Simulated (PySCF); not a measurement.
# BH4N: the cost of one run

Computed with PySCF 2.14.0. Level: levels as typed in each script, gas phase, geometry from GFN2-xTB.

### Step 1. The starting structure

SMILES `BN`, 6 atoms, charge 0, spin multiplicity 1.

Bond lengths: B1–N2 1.378 Å, B1–H3 1.172 Å, B1–H4 1.172 Å, N2–H5 1.007 Å, N2–H6 1.007 Å. Angles: N2–B1–H3 118.9°, N2–B1–H4 118.9°, H3–B1–H4 122.1°, B1–N2–H5 123.8°, B1–N2–H6 123.8°, H5–N2–H6 112.4°.

Geometry (Å):

```
B    -0.7740    0.0000    0.0000
N     0.6035    0.0000    0.0000
H    -1.3408    1.0253    0.0000
H    -1.3408   -1.0253    0.0000
H     1.1635   -0.8364    0.0000
H     1.1635    0.8365    0.0000
```

### Step 2. Response to an electric field (M06-2X/aug-cc-pvdz)

input.py

```python
import numpy as np
from pyscf import gto, scf, dft
from pyscf.scf import atom_ks, atom_hf
from scipy.linalg import block_diag

def solve(mol, dm0=None, hcore=None):
    mf = (dft.UKS if mol.spin else dft.RKS)(mol, xc='m062x')
    mf.grids.level = 3
    mf = mf.density_fit(auxbasis='def2-universal-jkfit')
    mf.conv_tol, mf.max_cycle = 1e-8, 80
    if hcore is not None:
        mf.get_hcore = lambda *args: hcore
    mf.kernel(dm0)
    if not mf.converged:
        mf = mf.newton().run(mf.mo_coeff, mf.mo_occ, max_cycle=30)
    assert mf.converged, 'SCF not converged'
    return mf

mol = gto.M(atom='''
B     -0.77403     0.00000     0.00000
N      0.60354     0.00000     0.00000
H     -1.34080     1.02531     0.00000
H     -1.34078    -1.02533     0.00000
H      1.16347    -0.83644     0.00000
H      1.16345     0.83647     0.00000
''', basis='aug-cc-pvdz', charge=0, spin=0, verbose=4)
field = np.array([-0.0, -0.0, -0.005])  # atomic units
mol.set_common_orig(mol.atom_charges() @ mol.atom_coords() / mol.atom_charges().sum())
mf = solve(mol)
out = dict(dm0=mf.make_rdm1(), d0=mf.dip_moment(unit='AU'), e0=mf.e_tot)
for name, sign in (('p', 1), ('m', -1)):
    h = mf.get_hcore() + sign * np.einsum('x,xij->ij', field, mol.intor('int1e_r'))
    mi = solve(mol, mf.make_rdm1(), h)
    out.update({'dm' + name: mi.make_rdm1(), 'd' + name: mi.dip_moment(unit='AU'), 'e' + name: mi.e_tot})
# spherically averaged free atoms, for the promolecule
atm = atom_ks.get_atm_nrks(mol, xc='m062x')
pro = block_diag(*[(atm[a[0]][2] * atm[a[0]][3]) @ atm[a[0]][2].T for a in mol._atom])
np.savez('result.npz', pro=pro, **out)
```

Run with:

```
> OMP_NUM_THREADS=1 python input.py
```

Q: Estimate wall time and peak memory on 1 thread of Arm Neoverse V1, shared host.

About 17 s, with a peak of 0.4 GiB.
